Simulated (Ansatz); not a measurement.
Born–Oppenheimer molecular dynamics of AlFH₂O (5 atoms, charge 0, multiplicity 1). It starts from a relaxed structure.

Theory: RKS BHLYP-D4/6-31G* (Ansatz).

```yaml
ensemble: NVT, Nosé–Hoover chain
time_step: 0.5 fs
steps_asked: 300
set_temperature: 1500 K
thermostat: time constant 100 fs, chain length 3 (defaults)
seed: 693052
```

First frame:

```xyz
5
Properties=species:S:1:pos:R:3
Al -0.057 -0.075 -0.071
F 0.161 -0.032 1.555
O 1.253 -0.436 -1.070
H 2.133 -0.622 -0.754
H -1.458 0.213 -0.684
```

Problem. How far do the bonds stretch over the last three quarters of this one trajectory? (Pairs bonded in most of those frames.)

Solution. 
```csv
bond,mean (Å),spread (Å),shortest,longest
Al1–F2,1.647,0.037,1.59,1.72
Al1–O3,1.685,0.051,1.59,1.77
Al1–H5,1.605,0.153,1.36,1.85
O3–H4,0.954,0.021,0.91,0.99
```

Mean temperature of the second half: 967 K. The conserved energy stayed within 1.4 meV per atom of its start (net change 0.2 meV per atom), so the integration is sound. The mean temperature of the second half is 36 % below the set value. A run of 0.15 ps of so small a system gives no equilibrium averages.

The run took 5.7 min on 1 thread of Intel(R) Xeon(R) Platinum 8375C CPU @ 2.90GHz (Ice Lake) (shared host), peak memory 0.11 GiB.
